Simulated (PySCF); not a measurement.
Planning a geometry optimisation on 3-chloro-2-methylpropene, `C=C(C)CCl`.

Method: PBE0-D3(BJ)/def2-TZVP geometry optimisation, gas phase (PySCF 2.14.0). Work: geometry optimisation from a GFN2-xTB start, density fitting. A driver script takes a list of jobs; this job's settings line and coordinates (Å) are shown.

Input:
```
{"job": {"xc": "PBE0", "basis": "def2-TZVP", "d3": "d3bj", "grid": 2, "kind": "geom"}, "charge": 0, "multiplicity": 1}
C     -0.123852     1.525793    -0.334409
C     -0.048309     0.245898    -0.003381
C     -1.223226    -0.680838    -0.026264
C      1.247623    -0.376313     0.408760
Cl     1.852388    -1.450622    -0.902293
H     -1.053376     1.975049    -0.638440
H      0.736148     2.173376    -0.313192
H     -1.001500    -1.546040    -0.648840
H     -2.106768    -0.182300    -0.413694
H     -1.433542    -1.040603     0.980813
H      2.023509     0.368393     0.578470
H      1.132103    -1.012478     1.286442
```

Hardware: one thread, Arm Neoverse V2 (aarch64), shared host with 96 logical CPUs at a one-minute load of 46. PySCF's memory limit was set to 1600 MB.

Q: How large is the basis?

A: 203 functions.

Q: What wall time should be expected on this hardware?

A: About 38 s. The run took 4 energy-and-gradient evaluations and 32 SCF cycles, 9.5 s an evaluation on average.

Q: How much memory does it need at the peak?

A: About 0.84 GiB. Peak memory is the resident size of the whole Python process, interpreter and libraries included.

The output:
```
step   0  E = -616.55277552  max force = 0.007285
step   1  E = -616.55341187  max force = 0.001598
step   2  E = -616.55343079  max force = 0.000257
step   3  E = -616.55343789  max force = 0.000193
optimisation converged
```

Energies in Eh; «max force» is the largest Cartesian gradient component in Eh/bohr.

Other jobs ran on the host; a repeat could differ by tens of per cent or more.

The run converged: final energy -616.55344 Eh after 3 steps; dipole 1.84 D.
